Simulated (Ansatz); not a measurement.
Ideal-gas functions of H6NPSi, SMILES `[SiH3]NP` at 400 K and 1 bar, from an Ansatz frequency run at PBE0-D4/def2-TZVP.

Molar mass 79.11 g/mol, point group Cs (symmetry number 1), electronic degeneracy 1, moments of inertia 19.784, 159.669, 169.384 u Å². Harmonic wavenumbers (cm⁻¹, unscaled): 96, 150, 192, 281, 615, 711, 755, 921, 927, 932, 948, 975, 989, 1152, 1269, 2212, 2219, 2228, 2355, 2358, 3653.

Use S(trans) = R[1.5 ln M + 2.5 ln T − 1.1517]; rotational temperatures θ = 24.2544 K / I; S(rot) = R[ln(√π/σ · √(T³/θAθBθC)) + 1.5]; for each mode x = 1.438777 ν̃/T, S = R[x/(eˣ − 1) − ln(1 − e⁻ˣ)] and H = RT x/(eˣ − 1); 1 cm⁻¹ = 0.0119627 kJ/mol; R = 8.31446 J/(mol·K).

Problem. By hand: the entropy, in J/(mol·K).

Solution. Translation 169.5. Rotation: θ = 1.226, 0.1519, 0.1432 K, giving 107.0. Vibration, mode by mode: 17.20, 13.54, 11.56, 8.57, 3.22, 2.46, 2.17, 1.35, 1.33, 1.31, 1.25, 1.15, 1.11, 0.69, 0.49, 0.03, 0.03, 0.02, 0.02, 0.02, 0.00, in all 67.5. Electronic 0.0. Sum 344.0 J/(mol·K).

Problem. By hand: H − E and G − E in kJ/mol, counted from the electronic energy.

Solution. Zero-point energy ½ × 25938 × 0.0119627 = 155.1; thermal vibration 14.5; translation, rotation and pV give 4 RT = 13.3. H − E = 182.9 kJ/mol, and G − E = 182.9 − 400 × 344.0/1000 = 45.3 kJ/mol.

Vibration gives 20 % of the entropy, 17.2 J/(mol·K) of it from the mode under 150 cm⁻¹: soft modes count most, and the harmonic formula is weakest for them. The sum counts one conformer and one mirror image; others add a mixing term.
